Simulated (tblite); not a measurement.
Species: C4H4O (charge +1 and doublet state).
Bonds: O1–C2 (double), C2–C3, C3–C4, C4–C5, C2–C5. Hydrogens: H6 on C3; H7 on C4; H8, H9 on C5.
Bond orders are those of one Lewis drawing.

Computed with GFN2-xTB (tblite), gas phase: L-BFGS steps from a force-field or distance-geometry start until the largest atomic force falls under 0.01 eV/Å.

Step 8: E = -382.0009 eV
```
atom  x, y, z in Å  |  force x, y, z in eV/Å
O1      1.7403   -0.0065   -1.2796   -0.040  -0.096  -0.446
C2      0.6771    0.0393   -0.8054   -0.408   0.281   0.315
C3      0.0464    1.1598    0.0867    0.055   0.436   0.297
C4     -0.2996    0.1761    0.9468   -0.270   0.271  -0.517
C5     -0.3904   -0.8534   -0.1962    0.277   0.142   0.313
H6     -0.0683    2.2689   -0.1133    0.322  -1.457   0.303
H7     -0.2572    0.0055    2.0255   -0.429   0.232  -0.478
H8     -0.0983   -1.8782    0.0704    0.314   0.041  -0.199
H9     -1.3367   -0.9054   -0.7600    0.178   0.150   0.411
```

Step 9: E = -382.0735 eV
```
atom  x, y, z in Å  |  force x, y, z in eV/Å
O1      1.7444   -0.0049   -1.3267   -0.580  -0.033  -0.016
C2      0.6974    0.0466   -0.8066   -0.340   0.257   0.036
C3      0.0466    1.1476    0.0897    0.406   0.531   0.133
C4     -0.3067    0.1753    0.9533   -0.241   0.058  -0.144
C5     -0.3764   -0.8508   -0.1898    0.204   0.030   0.266
H6     -0.0484    2.2543   -0.1088    0.253  -1.346   0.293
H7     -0.3188    0.0281    2.0453   -0.368   0.228  -0.774
H8     -0.0766   -1.8851    0.0354    0.315   0.116  -0.085
H9     -1.3481   -0.9052   -0.7165    0.351   0.159   0.291
```

Step 10: E = -382.1699 eV
```
atom  x, y, z in Å  |  force x, y, z in eV/Å
O1      1.7376   -0.0050   -1.3862   -1.132   0.075   0.532
C2      0.7180    0.0633   -0.8032   -0.150   0.137  -0.437
C3      0.0536    1.1339    0.0979    0.786   0.243  -0.062
C4     -0.3285    0.1777    0.9572   -0.085  -0.222   0.165
C5     -0.3573   -0.8472   -0.1762    0.051  -0.103   0.176
H6     -0.0192    2.2130   -0.0972    0.138  -0.586   0.184
H7     -0.3947    0.0591    2.0467   -0.344   0.171  -0.693
H8     -0.0431   -1.8890   -0.0067    0.308   0.182   0.073
H9     -1.3530   -0.8999   -0.6573    0.430   0.105   0.061
```

Q: Estimate the geometry and energy of step 11. (The exact step hangs on the optimiser's Hessian estimate; all steps are aligned on step 10, rigid shifts and turns removed.)

A: E = -382.2335 eV, largest force 0.948 eV/Å
```
atom  x, y, z in Å  |  force x, y, z in eV/Å
O1      1.7178   -0.0031   -1.4153   -0.862   0.069   0.388
C2      0.7156    0.0764   -0.8105   -0.166   0.053  -0.380
C3      0.0748    1.1283    0.1060    0.770  -0.378  -0.094
C4     -0.3313    0.1795    0.9546   -0.158  -0.383   0.718
C5     -0.3432   -0.8464   -0.1643   -0.094  -0.192   0.046
H6      0.0021    2.1749   -0.0871    0.087   0.426   0.036
H7     -0.4587    0.0834    2.0450   -0.225   0.140  -0.813
H8     -0.0154   -1.8906   -0.0352    0.300   0.224   0.175
H9     -1.3484   -0.8965   -0.6181    0.349   0.040  -0.076
```

The energy changes by -0.0636 eV. The first-order estimate −F·Δx gives -0.0947 eV and the mean of the old and new forces, exact on a quadratic surface, -0.0630 eV. The step makes an angle of 65° with the force vector and moves no atom by more than 0.069 Å.

What follows is the cost of the whole relaxation. On one thread of an Arm Neoverse V2, no GPU (shared host), this took 0.11 s.
